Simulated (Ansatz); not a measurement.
How far each method lies from RCCSDT(Q) for SbH2⁻, singlet

Geometry: a PBE0/def2-TZVPD stationary point for this spin, not checked as a minimum.

```json
{"atom": "Sb", "x (Å)": "0.0000", "y (Å)": "-0.0198", "z (Å)": "0.0000"}
{"atom": "H", "x (Å)": "0.0000", "y (Å)": "1.1955", "z (Å)": "1.2291"}
{"atom": "H", "x (Å)": "0.0000", "y (Å)": "1.1955", "z (Å)": "-1.2291"}
```

Basis def2-TZVPD with its core potentials; Ansatz 0.2.0. Only valence electrons are correlated (noble-gas cores and the filled d shells of p-block atoms frozen), which leaves 8 electrons in 65 orbitals. Prefix R: restricted or restricted open-shell reference. Active spaces: valence = (8e, 6o) chosen from the atoms' valence shells. No spin–orbit coupling is included; scalar relativity enters through the core potentials alone.

Full CI isn't at hand for all of this; RCCSDT(Q) serves as the reference, and is uncertain by about the last step of the cluster series.

```
UHF ⟨S²⟩                          : 0.000
T1 diagnostic (RCCSD)             : 0.0145
largest doubles amplitude (RCCSD) : 0.045
```

```tsv
level	E − E(RCCSDT(Q)) (mEh)	share of correlation (%)	wall time
RHF	167.97	0.00	–
RMP2	31.98	80.96	–
RCCSD	7.22	95.70	–
RCCSD(T)	1.13	99.33	4 s
BCCD(T)	1.11	99.34	4.7 s
RCCSDT	0.30	99.82	–
CASSCF (valence space)	134.05	20.19	–
NEVPT2 (valence space)	37.65	77.59	8.5 s
MRCISD (valence space)	11.27	93.29	–
MRCISD+Q (valence space)	1.26	99.25	11 s
```

The correlation energy at RCCSDT(Q), counted from RHF, is -4.571 eV. That run took 44 s on 1 thread of Intel Xeon, shared host.

Times hold each run's SCF and search for its determinant on a shared host, so for small cases they say little of a method's own cost; they ran on 1 thread of Intel Xeon.

Natural occupations of CASSCF (valence space) about the gap: 1.999 1.998 1.970 1.964 0.037 0.032; effectively unpaired electrons, Σ n²(2−n)², 0.02.
